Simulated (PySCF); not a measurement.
## Atomic charges against the basis set

Species: cyclopropylamine, C3H7N.
Cartesian coordinates in Å at the PBE0-D3(BJ)/def2-SVP level; atoms count from 1:
```
atom  x, y, z in Å
N1     1.355    0.472    0.783
C2     0.352    0.454   -0.237
C3    -1.082    0.286    0.138
C4    -0.389   -0.790   -0.658
H5     1.047   -0.048    1.601
H6     2.206    0.019    0.454
H7     0.552    1.178   -1.036
H8    -1.836    0.906   -0.354
H9    -1.305    0.076    1.189
H10   -0.660   -0.918   -1.710
H11   -0.142   -1.721   -0.139
```

PBE0 throughout (PySCF), one geometry, spherical d and f functions. The structure is a single PBE0-D3(BJ)/def2-SVP conformer in the gas phase; no vibrational or solvent corrections. Atoms taken as equivalent share a column and are averaged.

Mulliken charges (e):

```json
{"basis": "STO-3G", "functions": "27", "N1": "-0.407", "C2": "-0.010", "C3/C4": "-0.183", "H5/H6": "+0.176", "H7": "+0.090", "H8/H10": "+0.088", "H9/H11": "+0.082"}
{"basis": "6-31G", "functions": "50", "N1": "-0.698", "C2": "-0.060", "C3/C4": "-0.353", "H5/H6": "+0.291", "H7": "+0.186", "H8/H10": "+0.177", "H9/H11": "+0.170"}
{"basis": "pcSseg-0", "functions": "50", "N1": "-0.754", "C2": "-0.132", "C3/C4": "-0.469", "H5/H6": "+0.295", "H7": "+0.253", "H8/H10": "+0.249", "H9/H11": "+0.241"}
{"basis": "6-31G*", "functions": "70", "N1": "-0.758", "C2": "-0.008", "C3/C4": "-0.383", "H5/H6": "+0.319", "H7": "+0.179", "H8/H10": "+0.182", "H9/H11": "+0.175"}
{"basis": "def2-SVP", "functions": "91", "N1": "-0.197", "C2": "-0.090", "C3/C4": "-0.098", "H5/H6": "+0.102", "H7": "+0.053", "H8/H10": "+0.060", "H9/H11": "+0.052"}
{"basis": "cc-pVDZ", "functions": "91", "N1": "-0.171", "C2": "-0.074", "C3/C4": "-0.066", "H5/H6": "+0.084", "H7": "+0.035", "H8/H10": "+0.047", "H9/H11": "+0.040"}
{"basis": "pcSseg-1", "functions": "103", "N1": "-0.401", "C2": "-0.109", "C3/C4": "-0.229", "H5/H6": "+0.165", "H7": "+0.128", "H8/H10": "+0.131", "H9/H11": "+0.123"}
{"basis": "6-311+G(2d,p)", "functions": "150", "N1": "-0.501", "C2": "+0.092", "C3/C4": "-0.285", "H5/H6": "+0.220", "H7": "+0.099", "H8/H10": "+0.110", "H9/H11": "+0.110"}
{"basis": "aug-cc-pVDZ", "functions": "155", "N1": "-0.334", "C2": "+0.964", "C3/C4": "+0.848", "H5/H6": "-0.007", "H7": "-0.476", "H8/H10": "-0.449", "H9/H11": "-0.469"}
{"basis": "def2-TZVP", "functions": "166", "N1": "-0.489", "C2": "-0.024", "C3/C4": "-0.245", "H5/H6": "+0.214", "H7": "+0.110", "H8/H10": "+0.117", "H9/H11": "+0.115"}
{"basis": "IGLO-III", "functions": "210", "N1": "-0.548", "C2": "+0.056", "C3/C4": "-0.232", "H5/H6": "+0.222", "H7": "+0.110", "H8/H10": "+0.100", "H9/H11": "+0.102"}
{"basis": "cc-pVTZ", "functions": "218", "N1": "-0.295", "C2": "+0.003", "C3/C4": "-0.234", "H5/H6": "+0.125", "H7": "+0.108", "H8/H10": "+0.103", "H9/H11": "+0.098"}
```

IAO charges (e):

| basis | functions | N1 | C2 | C3/C4 | H5/H6 | H7 | H8/H10 | H9/H11 |
| --- | --- | --- | --- | --- | --- | --- | --- | --- |
| STO-3G | 27 | -0.430 | -0.076 | -0.286 | +0.198 | +0.137 | +0.139 | +0.133 |
| 6-31G | 50 | -0.555 | -0.038 | -0.318 | +0.243 | +0.150 | +0.152 | +0.144 |
| pcSseg-0 | 50 | -0.526 | -0.046 | -0.319 | +0.233 | +0.151 | +0.152 | +0.145 |
| 6-31G* | 70 | -0.555 | -0.017 | -0.306 | +0.240 | +0.139 | +0.145 | +0.138 |
| def2-SVP | 91 | -0.544 | -0.015 | -0.300 | +0.236 | +0.135 | +0.141 | +0.135 |
| cc-pVDZ | 91 | -0.551 | -0.016 | -0.309 | +0.240 | +0.139 | +0.145 | +0.139 |
| pcSseg-1 | 103 | -0.558 | -0.018 | -0.308 | +0.241 | +0.141 | +0.145 | +0.139 |
| 6-311+G(2d,p) | 150 | -0.585 | -0.021 | -0.318 | +0.252 | +0.146 | +0.151 | +0.145 |
| aug-cc-pVDZ | 155 | -0.584 | -0.020 | -0.318 | +0.252 | +0.145 | +0.151 | +0.145 |
| def2-TZVP | 166 | -0.580 | -0.019 | -0.318 | +0.251 | +0.145 | +0.150 | +0.144 |
| IGLO-III | 210 | -0.586 | -0.021 | -0.319 | +0.253 | +0.146 | +0.151 | +0.145 |
| cc-pVTZ | 218 | -0.577 | -0.020 | -0.319 | +0.250 | +0.144 | +0.150 | +0.145 |

Some averages cover members that differ in this geometry, most widely: C3/C4, Mulliken in 6-311+G(2d,p) -0.314 to -0.257; C3/C4, IAO in pcSseg-0 -0.335 to -0.303; C3/C4, IAO in 6-31G -0.334 to -0.302; C3/C4, IAO in pcSseg-1 -0.323 to -0.292 e.

Task: Which scheme is steadiest as the basis changes?

Result: Largest range over the bases for any column: IAO 0.16 e, Mulliken 1.32 e. IAO charges move least and Mulliken charges most, counted in e. Without the minimal STO-3G basis the ranges are IAO 0.06, Mulliken 1.32 e.

Task: How much do the charges still move between the two largest bases, IGLO-III and cc-pVTZ?

Result: At most, over all atoms: Mulliken 0.253 e, IAO 0.009 e.

Task: What do the same runs give for the total energy, the frontier levels and the dipole moment?

Result: 
```csv
basis,energy (Eh),HOMO (eV),LUMO (eV),μ (D)
STO-3G,-170.8991,-3.85,7.90,1.35
6-31G,-172.9759,-6.06,2.72,1.57
pcSseg-0,-172.6150,-6.17,2.28,1.54
6-31G*,-173.0269,-6.19,2.83,1.30
def2-SVP,-172.9115,-6.32,2.01,1.17
cc-pVDZ,-173.0433,-6.26,2.07,1.09
pcSseg-1,-173.0133,-6.47,1.60,1.23
"6-311+G(2d,p)",-173.0869,-6.57,0.52,1.24
aug-cc-pVDZ,-173.0592,-6.56,-0.01,1.18
def2-TZVP,-173.0998,-6.52,1.34,1.20
IGLO-III,-173.1060,-6.57,0.86,1.18
cc-pVTZ,-173.0970,-6.47,1.39,1.12
```

The dipole is fixed by the density alone, so its range of 0.48 D shows that the density itself changes with the basis, not only its division among atoms.
